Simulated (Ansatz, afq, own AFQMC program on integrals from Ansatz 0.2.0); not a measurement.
# Atomization energy of CH4, singlet

```xyz
5

C     0.0000    0.0000    0.0000
H     0.6280    0.6300    0.6292
H    -0.6316   -0.6267    0.6289
H    -0.6266    0.6282   -0.6325
H     0.6301   -0.6314   -0.6257
```

Atoms in their ground-state spins without spin–orbit coupling (mostly on UHF) minus the molecule (RHF), without zero-point energy. The geometry is a stationary point, not shown to be a minimum.

Basis 6-31G. Only valence electrons are correlated. Ansatz 0.2.0 and our own AFQMC program on the same integrals; the CISD trial comes from CCSD amplitudes, and released means the phaseless constraint is let go. Free projection: walkers drawn from exp(T), propagated without any constraint. Its projection time is finite, and what remains of the start isn't in its error. Error bars are statistical, one sigma. The errors of all members are added in quadrature.

Full CI on the same integrals is exact in this basis and with this determinant's frozen core.

Errors are counted within 6-31G, not against nature.

Cautions: other spins of the molecule weren't checked.

Reference (full CI): 371.4 kcal/mol.

```csv
level,atomization energy (kcal/mol),error against FCI (kcal/mol)
HF,319.8,-51.6
MP2,367.0,-4.4
CCSD,370.5,-0.9
CCSD(T),371.3,-0.1
CCSDT,371.3,-0.1
CCSDT(Q),371.4,0.0
ph-AFQMC/HF,373.7 ± 0.7,2.3 ± 0.7
ph-AFQMC/CISD,371.6 ± 0.1,0.2 ± 0.1
released AFQMC,371.5 ± 0.07,0.2 ± 0.07
free AFQMC,371.3 ± 0.1,-0.1 ± 0.1
```

Correlation beyond CCSD(T) adds 0.1 kcal/mol. The perturbative (T) step is worth +0.8 kcal/mol.

CCSDT and higher add their correlation energy to the determinant of the CCSD(T) run, since their own runs factorise the integrals more tightly (a shift of under 2 meV). Free projections are given only where their last times agree within the noise and don't stop above the reference; a slow remainder of the start can still hide under it. A walk keeps the symmetry of its determinant, which the program's search chose and which needn't be the lowest solution, so a lower state of the same spin and another symmetry isn't excluded. Released energies are given only where the last usable release times agree within the noise; a slower fall can still hide under it.
